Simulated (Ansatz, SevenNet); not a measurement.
Rutile MnO2: equilibrium volume per atom by level of theory

No measured value is used here.

| level (code) | value (Å³/atom) |
|---|---|
| SevenNet-l3i5 (SevenNet) | … |
| LDA (Ansatz) | 8.69 |
| PBE (Ansatz) | 9.37 |
| r²SCAN (Ansatz) | 9.16 |

Fill in the missing entries.


- SevenNet-l3i5 (SevenNet), value (Å³/atom): 9.73

Spin-polarised runs: LDA (opposed moments), PBE (opposed moments), r²SCAN (opposed moments). Cutoffs differ between the levels. Ansatz's density-functional and Hartree–Fock values are scalar-relativistic unless marked +SOC, with PAW data made under PBE.

Machine-learned potentials (SevenNet-l3i5) are trained on DFT data, which may include these solids.

Ansatz is a first-principles code.
